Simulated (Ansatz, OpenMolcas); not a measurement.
## P2H2 (phosphanylidenephosphane): methods side by side

The species is P2H2 (4 atoms), meant as a singlet with charge 0. As SMILES, `[H]/P=P/[H]`. Geometry: relaxed at GFN2-xTB.

```xyz
4

P    -0.0244   -1.0036    0.0883
P     0.0244    1.0035   -0.0883
H     1.0373   -1.0676    1.0033
H    -1.0373    1.0677   -1.0034
```

Each level gives the energy change with the P2–H4 bond stretched from 1.403 to 2.105 Å (eV). The values are calculated.

| level | kind | program | value (eV) | less FCI/STO-3G |
| --- | --- | --- | --- | --- |
| SVWN5/STO-3G (restricted) | LDA | Ansatz | 2.51 | +0.18 |
| r2SCAN/STO-3G (restricted) | meta-GGA | Ansatz | 2.58 | +0.25 |
| M06-2X/STO-3G (restricted) | hybrid meta-GGA | OpenMolcas | 2.94 | +0.61 |
| r2SCAN0/STO-3G (restricted) | hybrid meta-GGA | Ansatz | 2.90 | +0.57 |
| CAM-B3LYP/STO-3G (restricted) | range-separated hybrid | Ansatz | 2.88 | +0.55 |
| MP2/STO-3G (restricted) | perturbation theory | Ansatz | 2.83 | +0.50 |
| CCSDTQ/STO-3G (restricted) | coupled cluster or CI | Ansatz | 2.33 | 0.00 |
| CISD/STO-3G (restricted) | coupled cluster or CI | OpenMolcas | 2.67 | +0.34 |
| FCI/STO-3G | exact in the basis | OpenMolcas | 2.33 | 0.00 |

FCI/STO-3G is exact within its basis and frozen core, so for wave-function methods in that basis the difference is their error; functionals converge differently with the basis, so for them it is only a difference. The first shape isn't each level's own minimum. The values span 2.33 to 2.94 eV. All rows use very small basis sets, so none should be taken for the real molecule's value.
